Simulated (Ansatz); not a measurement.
Two shapes of doublet CH3.

Shape 1:

```xyz
4

C    -0.0331   -0.0197    0.0319
H     1.0791    0.0023   -0.0487
H    -0.5446    0.9942    0.0021
H    -0.5378   -0.9206    0.0434
```

Shape 2:

```xyz
4

C     0.0000    0.0000    0.0000
H     1.0031    0.0000    0.0000
H    -0.5016    0.8687    0.0000
H    -0.5016   -0.8687    0.0000
```

Basis set: def2-TZVP (spherical functions). Correlated methods keep 1 orbital frozen. Charge 0, multiplicity 2.

Computed with Ansatz (development build ahead of 0.2.0); each method stands on the lowest determinant of its kind that the runs found.

Which shape is lower in energy, and by how much in each method?

```json
{"method": "UHF", "E(2) − E(1) (eV)": "0.164"}
{"method": "UHF-MP2", "E(2) − E(1) (eV)": "0.211"}
```

Shape 1 is lower.
